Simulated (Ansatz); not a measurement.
**Rock-salt LiH: TO phonon frequency at X by level of theory**

No measured value is used here.

```tsv
level (code)	value (cm⁻¹)	cell (Å³/atom)
LDA (Ansatz)	(withheld)	7.46
PBE (Ansatz)	821	8.04
r²SCAN (Ansatz)	846	8.03
```

Some entries are withheld; supply them.


- LDA (Ansatz, a quantum-chemistry and plane-wave program), value (cm⁻¹): 861

Each level is taken at its own relaxed cell. Cutoffs differ between the levels. Ansatz's density-functional and Hartree–Fock values are scalar-relativistic unless marked +SOC, with PAW data made under PBE.
